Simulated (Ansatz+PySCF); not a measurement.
A calculation with PySCF 2.14.0.

```python
from pyscf import gto, scf, cc

mol = gto.M(atom="""
C 0.000000 0.000000 -0.376930
H 0.000000 0.000000 2.261580
""", basis='6-31g', charge=1, spin=0)
mf = scf.RHF(mol)
mf.kernel()
mycc = cc.CCSD(mf, frozen=1).run()
et = mycc.ccsd_t()
print(mf.e_tot, mycc.e_corr, et, mycc.e_tot + et)
```

The script is written out from the run's settings.

The run gave:

```yaml
Converged: yes
Reference_energy: -37.68988 hartree
CCSD_correlation_energy: -0.14731 hartree
Triples_correction: -0.00450 hartree
Total_energy: -37.84169 hartree
```

Caution: large amplitudes, a single reference is doubtful; an unrestricted determinant lies well below.
